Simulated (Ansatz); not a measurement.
Geometry optimisation, RHF/def2-SVP (Ansatz).

input.yaml

```yaml
crystal:
  periodic: [false, false, false]
  atoms:
    - { symbol: C, position_ang: [-0.77477, 0.85481, 0.00353] }
    - { symbol: Si, position_ang: [0.71808, -0.21606, -0.32911] }
    - { symbol: O, position_ang: [1.09491, -0.75449, -1.75335] }
    - { symbol: H, position_ang: [-0.53596, 1.91946, -0.02754] }
    - { symbol: H, position_ang: [-1.20961, 0.64254, 0.9859] }
    - { symbol: H, position_ang: [-1.55953, 0.69473, -0.73936] }
    - { symbol: H, position_ang: [1.75074, -0.72508, 0.53838] }
    - { symbol: H, position_ang: [0.81842, -0.75408, -2.67176] }
total_charge: 1
basis:
  gaussian: { orbitals: def2-SVP }
hamiltonian:
  xc: hf
relax:
  f_tol: 0.015
  max_steps: 40
```

Command:

```bash
$ ansatz run input.yaml --threads 1 --pin off --max-ram 2048MiB --backend cpu --events-out ev --progress --plain --runs-dir out
```

**Question.** Where does it end, and by what steps?

**Answer.** The forces met the threshold. The force dipped under the threshold on the way, but the program's further checks kept it going. Limits of this set-up: the dipole of an ion depends on the origin. After 14 steps the energy has fallen by 0.109 eV; H4 moved furthest, 0.33 Å.

```
step  energy less start (eV)  largest force component (eV/Å)  accepted
   0                  0.0000                           0.785       yes
   1                 -0.0859                           0.245       yes
   2                 -0.0981                           0.125       yes
   3                 -0.1002                           0.221       yes
   4                 -0.1029                           0.172       yes
   5                 -0.1059                           0.156       yes
   6                 -0.1075                           0.042       yes
   7                 -0.1079                           0.084       yes
   8                 -0.1082                           0.061       yes
   9                 -0.1087                           0.007       yes
  10                 -0.1091                           0.039       yes
  11                 -0.1084                           0.094        no
  12                 -0.1092                           0.024       yes
  13                 -0.1093                           0.016       yes
  14                 -0.1093                           0.008       yes
```

```xyz
8
Properties=species:S:1:pos:R:3
C -0.749 0.833 -0.032
Si 0.741 -0.162 -0.382
O 1.053 -0.837 -1.766
H -0.443 1.839 0.274
H -1.285 0.390 0.814
H -1.417 0.902 -0.890
H 1.780 -0.416 0.601
H 0.622 -0.886 -2.612
```

Time of the run: 13 s on 1 CPU thread of a shared host.
